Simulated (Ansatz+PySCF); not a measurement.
# doublet C2H3: levels of theory in one basis

```yaml
atoms:
  - { symbol: H, position_ang: [0.9153, 1.2497, -2.2000] }
  - { symbol: H, position_ang: [0.8726, -1.1881, -2.2000] }
  - { symbol: H, position_ang: [-0.9326, -1.2142, -2.2000] }
  - { symbol: C, position_ang: [-0.0087, 0.6849, -2.2000] }
  - { symbol: C, position_ang: [-0.0087, -0.6494, -2.2000] }
```

Basis set: cc-pVTZ (spherical functions). Left uncorrelated: 2 orbitals. Correlation on ROHF uses semicanonical orbitals with singles. Charge 0, multiplicity 2.

Computed with Ansatz (development build ahead of 0.2.0); each method stands on the lowest determinant of its kind that the runs found.

```csv
method,E − E(ROHF) (eV),<S²> of the determinant
ROHF,0.00,0.75
UHF,-0.25,1.00
UHF-MP2,-7.91,1.00
ROHF-CCSD(T),-9.27,–
```

Question: What does ROHF-MP2 give on the same scale?

Answer: -8.19 eV.

Question: Is a single determinant a sound starting point here?

Answer: Only with care. Unrestricted orbitals gain 0.25 eV and <S²> is 1.00 against 0.75 for a pure state, a contamination that matters most for the unrestricted series.

Caution for UHF, UHF-MP2: the unrestricted determinant is spin contaminated. Caution for ROHF-MP2, UHF-MP2: forces differ strongly between restricted and unrestricted references.
